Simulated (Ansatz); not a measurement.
Total energies of diborane mono F (B2H5F) from Ansatz at CCSD(T)/def2-TZVPP, gas phase (1 Eh = 27.2114 eV = 2625.5 kJ/mol). The reference geometry is relaxed at PBE-D4/def2-TZVP.

| state | geometry | energy (Eh) |
| --- | --- | --- |
| charge 0 singlet | reference | -152.34708 |
| charge 1 doublet | reference | -151.87344 |
| free B atom (doublet) | – | -24.59791 |
| free F atom (doublet) | – | -99.62506 |
| free H atom (doublet) | – | -0.49981 |

Correlated methods freeze 3 core orbitals. In CCSD on the charge 1 doublet the largest single amplitude is 0.44, so its Hartree–Fock determinant may place the open shell otherwise than the density functionals do.

Q: Work out the vertical ionisation energy to the doublet.

A: E(charge 1 doublet) − E(charge 0 singlet) = -151.87344 − (-152.34708) = 0.47364 Eh = 12.89 eV.

Q: What is the binding energy per atom against free atoms?

A: Atoms: 2 × (-24.59791) + 1 × (-99.62506) + 5 × (-0.49981) = -151.31993 Eh. Binding: -151.31993 − (-152.34708) = 1.02715 Eh = 27.95 eV, or 3.49 eV for each of 8 atoms (no zero-point energy, no counterpoise term).

At CCSD(T)/def2-TZVPP T1 of the charge 1 doublet is large (up to 0.079), so the single-reference result is doubtful.
